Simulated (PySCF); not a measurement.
## Structure from 2D NMR

Compound of formula C₃H₉N. Correlations simulated from computed shifts and couplings:

HSQC (one-bond C–H):
```
  δH    δC  $^{1}J$(C,H) (Hz)
2.44  38.6                137
2.35  48.8                135
1.11  17.9                132
```

COSY cross peaks (|J| ≥ 2 Hz):
```
  δH    δH  abs. J (Hz)  bonds
2.35  1.11          7.9      3
```

HMBC (two and three bonds, |J| ≥ 2.5 Hz):
```
  δH  δC [abs. J in Hz]
2.44         48.8 [6.4]
2.35         17.9 [2.7]
1.11         48.8 [3.6]
```

All values are calculated (PySCF 2.14.0 with density-fitted response routines): geometry: PBE0-D3(BJ)/def2-SVP, spin–spin couplings from B3LYP/pcJ-1 (spin–dipole term only in couplings to heteroatoms), NMR shieldings at PBE0/pcSseg-1/GIAO. Relativity neglected, no solvent, averaged over atoms made equivalent by symmetry, fast rotation or ring inversion, one computed conformer.

Referencing at the same level of theory: $^{1}$H and $^{13}$C against TMS.

Exchangeable hydrogens are left out of these lists, and C,H couplings along chains are those of one rotamer, so weak HMBC peaks may be missing or extra.

Q: Which molecule is this?

A: `C(C)NC`.

Atoms are numbered as in `[CH3:1][CH2:2][NH:3][CH3:4]`. Hydrogens are named by the atom that carries them.

- δC 48.8 is C2, an sp3 CH2 bonded to N (δH 2.35).
- δC 38.6 is C4, a methyl carbon bonded to N (δH 2.44).
- δC 17.9 is C1, a methyl carbon (δH 1.11).
- COSY links 2.35–1.11.

Exchangeable OH/NH protons stand at their gas-phase positions; hydrogen bonding in a real sample shifts them, mostly to higher δ. Unscaled 3J(H,H) at this level run about 9 % above measured values. Shifts are as computed. Against solution values, carbons near 30 ppm lie about +2 ppm off and those near 130 ppm about +4 ppm. Of 246 compounds with measured shifts, 49 miss one by over three times the rms of a fit or turn the order of signals round; such compounds aren't used in these exercises.
